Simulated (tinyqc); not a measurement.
Inside a calculation. Method: Pariser-Parr-Pople SCF with singles CI, for the molecule [CH2+]C=CC=CN (SMILES; centres numbered as the heavy atoms are written). Computed by tinyqc, a small Python program that keeps every step. Settings: charge = 1, gamma = MN, start = huckel, damping = 0, iteration cap = 59, excitations kept = 4. Command: `OMP_NUM_THREADS=1 python tinyqc.py 20558 20559 out.jsonl` (the two numbers bound the seeds that draw the settings). One thread of a shared host (Intel(R) Xeon(R) Processor @ 2.60GHz), about 0.02 s of CPU time with the checks. Later iterations appear only in the table of the cycle.

## PPP integrals

Centres (angstrom, eV; a flat drawing with bonds scaled to 1.40 angstrom):
```
centre,x,y,core charge z,W,gamma_rr
1C,-3.045000,-0.196000,1,9.920000,9.460000
2C,-1.799000,0.442000,1,9.920000,9.460000
3C,-0.623000,-0.319000,1,9.920000,9.460000
4C,0.623000,0.319000,1,9.920000,9.460000
5C,1.799000,-0.442000,1,9.920000,9.460000
6N,3.045000,0.196000,2,22.070000,15.200000
```

Resonance integrals (eV):
```
i,j,beta
1,2,-2.480000
2,3,-2.480000
3,4,-2.480000
4,5,-2.480000
5,6,-2.190000
```

Mataga-Nishimoto: gamma = 14.399645/(R + a), a = 2 x 14.399645/(gamma_rr + gamma_ss); H_rr = -W_r - sum_(s != r) z_s gamma_rs; H_rs = beta for bonds.

repulsion gamma_rs (eV), lower triangle:
```
,1C,2C,3C,4C,5C,6N
1C,9.460000
2C,4.928003,9.460000
3C,3.647990,4.926476,9.460000
4C,2.755312,3.647990,4.928003,9.460000
5C,2.259688,2.754771,3.647990,4.926476,9.460000
6N,1.980569,2.392724,2.955694,4.007721,5.608000,15.200000
```

core matrix H (eV), lower triangle:
```
,1C,2C,3C,4C,5C,6N
1C,-27.472132
2C,-2.480000,-30.962687
3C,0.000000,-2.480000,-32.981846
4C,0.000000,0.000000,-2.480000,-34.193223
5C,0.000000,0.000000,0.000000,-2.480000,-34.724923
6N,0.000000,0.000000,0.000000,0.000000,-2.190000,-39.014708
```

## Starting guess

pi electrons, sum of z_r less the charge = 6

Orbitals of the Hueckel matrix of the beta values.

P at the start, lower triangle:
```
,1C,2C,3C,4C,5C,6N
1C,1.000000
2C,0.867500,1.000000
3C,0.000000,0.488304,1.000000
4C,-0.379196,0.000000,0.772611,1.000000
5C,0.000000,-0.094888,0.000000,0.509198,1.000000
6N,0.321955,0.000000,-0.405748,0.000000,0.855403,1.000000
```

## Iteration 1: Fock matrix

F_rr = H_rr + P_rr gamma_rr / 2 + sum_(s != r) P_ss gamma_rs; F_rs = H_rs - P_rs gamma_rs / 2; E = tr P (H + F) / 2 + core repulsion sum_(r<s) z_r z_s gamma_rs.

F (eV), lower triangle:
```
,1C,2C,3C,4C,5C,6N
1C,-7.170569
2C,-4.617520,-7.582724
3C,0.000000,-3.682809,-8.145694
4C,0.522401,0.000000,-4.383715,-9.197721
5C,0.000000,0.130698,0.000000,-3.734276,-10.798000
6N,-0.318827,0.000000,0.599633,0.000000,-4.588549,-14.470000
```

pi energy = -80.033529 eV

## Iteration 1: orbitals and new P

Diagonalise F (the basis is taken as orthonormal) and form P = 2 sum c c over the lowest orbitals.

orbital energies (eV): -18.188738  -14.765866  -12.132631  -7.337496  -3.782481  -1.157497

P after iteration 1, lower triangle:
```
,1C,2C,3C,4C,5C,6N
1C,0.771467
2C,0.841664,1.019469
3C,0.222064,0.508778,0.773018
4C,-0.293606,-0.031746,0.708351,1.082209
5C,-0.201798,-0.151278,0.196588,0.600781,0.825987
6N,0.251268,0.092061,-0.316076,-0.208162,0.711707,1.527851
```

## Iteration 2: Fock matrix

As before.

F (eV), lower triangle:
```
,1C,2C,3C,4C,5C,6N
1C,-8.104876
2C,-4.553861,-8.651539
3C,-0.405044,-3.733241,-8.626601
4C,0.404487,0.057905,-4.225377,-9.227894
5C,0.228001,0.208367,-0.358576,-3.959866,-9.546705
6N,-0.248826,-0.110138,0.467112,0.417128,-4.185627,-12.181662
```

pi energy = -81.478649 eV

## Iteration 2: orbitals and new P

As before.

orbital energies (eV): -16.539368  -14.917667  -12.418888  -6.645050  -3.842743  -1.975560

P after iteration 2, lower triangle:
```
,1C,2C,3C,4C,5C,6N
1C,0.783378
2C,0.852977,1.020973
3C,0.216818,0.494745,0.792472
4C,-0.304207,-0.054339,0.723247,1.086535
5C,-0.173636,-0.128667,0.194083,0.572788,0.844549
6N,0.236230,0.087808,-0.323101,-0.214112,0.750583,1.472092
```

## Convergence

Stop when output and input P, before any damping, agree to 1e-7.

Course of the cycle:
```
iteration,E (eV),largest |P(out) - P(in)|
1,-80.03352909,5.28e-01
2,-81.47864894,5.58e-02
3,-81.51209895,1.00e-02
4,-81.51430292,3.55e-03
5,-81.51461289,1.31e-03
6,-81.51465919,4.97e-04
7,-81.51466637,1.91e-04
8,-81.51466751,7.92e-05
9,-81.51466769,3.26e-05
10,-81.51466772,1.33e-05
11,-81.51466772,5.44e-06
12,-81.51466773,2.22e-06
13,-81.51466773,9.01e-07
14,-81.51466773,3.66e-07
15,-81.51466773,1.48e-07
16,-81.51466773,6.01e-08
```

Converged in 16 iterations.

## Converged orbitals

Charges are z - P_rr.

orbital energies (eV): -16.642589  -14.946855  -12.467594  -6.616264  -3.837349  -1.897803

coefficients:
```
,MO1,MO2,MO3,MO4,MO5,MO6
1C,0.096766,0.365352,-0.500694,-0.487871,-0.489132,-0.359432
2C,0.193763,0.539893,-0.426972,0.046133,0.427812,0.550922
3C,0.332069,0.492099,0.205474,0.546855,0.079915,-0.547643
4C,0.459531,0.205693,0.540579,-0.151806,-0.483745,0.444118
5C,0.592037,-0.239656,0.107722,-0.506020,0.513551,-0.246298
6N,0.530232,-0.482832,-0.470055,0.426265,-0.271287,0.097351
```

pi charges: 1C 0.212920, 2C -0.022667, 3C 0.210699, 4C -0.091410, 5C 0.160907, 6N 0.529551

## Singles CI, singlets

Over the 4 single excitations with the smallest orbital gaps: A = (e_a - e_i) delta + 2 (ia|jb) - (ij|ab), with (pq|rs) = sum c_mp c_mq gamma_mn c_nr c_ns. f = 2/3 w |mu|^2 in atomic units, mu = sqrt2 sum c_ia sum_m c_mi c_ma R_m.

singlet CI matrix (eV), lower triangle:
```
,3>4,2>4,3>5,1>4
3>4,3.693303
2>4,0.211644,5.700198
3>5,0.105422,-0.197843,5.948522
1>4,-0.294470,-0.237980,0.164408,6.982244
```

singlet excitation energies (eV): 3.641285  5.598943  5.995628  7.088411

oscillator strengths: 1.432851  0.119865  0.048829  0.097886

## Singles CI, triplets

Over the 4 single excitations with the smallest orbital gaps: A = (e_a - e_i) delta - (ij|ab), with (pq|rs) = sum c_mp c_mq gamma_mn c_nr c_ns.

triplet CI matrix (eV), lower triangle:
```
,3>4,2>4,3>5,1>4
3>4,1.248390
2>4,-0.473236,3.534395
3>5,-0.095597,0.974218,3.894801
1>4,0.169797,0.346419,-0.281562,4.930769
```

triplet excitation energies (eV): 1.133438  2.707778  4.746195  5.020945
